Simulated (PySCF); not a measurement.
H2Si, SMILES [SiH2] (connectivity only; charge and spin as stated), charge -1, multiplicity 2. Atoms are numbered in the order given.

```xyz
3

Si     0.0000     0.0000    -0.1349
H      0.0000     1.1158     0.9442
H      0.0000    -1.1158     0.9442
```
Charge -1, spin multiplicity 2.

The structure is a stationary point at PBE0-D3(BJ)/def2-TZVPD. The spin state was assumed, not searched. The isomer is the one that the SMILES or the coordinates give; other isomers of the formula were not compared.

Calculation: PBE0/def2-TZVPD (PySCF).

Mulliken values depend strongly on the basis, most of all with diffuse functions as here. ESP charges are fitted to the potential on shells at 1.4 to 2.0 van der Waals radii. Atomic charges (e):

| atom | ESP fit | Mulliken | Mulliken spin |
|---|---|---|---|
| Si1 | -0.92 | -0.96 | 1.11 |
| H2 | -0.04 | -0.02 | -0.05 |
| H3 | -0.04 | -0.02 | -0.05 |
